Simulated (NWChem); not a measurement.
System: dimethyl sulfide (C₂H₆S); SMILES CSC

Results from NWChem. Medium grid unless said otherwise, to which SCAN and Minnesota functionals are sensitive. Coordinates come from a PBE0/def2-SVP optimisation. Hybrids' shares of exact exchange are those that their runs print; pure functionals count as 0. The functionals differ in more than this share.

| row | share of exact exchange | highest occupied level (eV) |
|---|---|---|
| LDA (Slater exchange, VWN5)/def2-TZVPD | 0.00 | -5.15 |
| PBE/def2-TZVPD | 0.00 | -5.08 |
| B3LYP/def2-TZVPD | 0.20 | -6.08 |
| PBE0/def2-TZVPD | 0.25 | -6.29 |
| M06-2X/def2-TZVPD | 0.54 | withheld |
| Hartree-Fock/def2-TZVPD | 1.00 | -9.13 |

**Question.** Fit a straight line of the last column on the one before it, predict the withheld value, and compare with the run.

**Answer.** 
1. Means of the 5 shown rows: x = 0.290, y = -6.346. Slope Σ(x − x̄)(y − ȳ)/Σ(x − x̄)² = -2.717/0.6820 = -3.984; intercept -5.191.
2. The shown rows scatter about the line by 0.084 (root mean square); the largest residual is +0.11, at PBE/def2-TZVPD.
3. At x = 0.54 (M06-2X/def2-TZVPD; inside the shown range) the line gives -7.34.
4. The run gives -7.48, -0.14 from the line, 1.7 times the scatter.
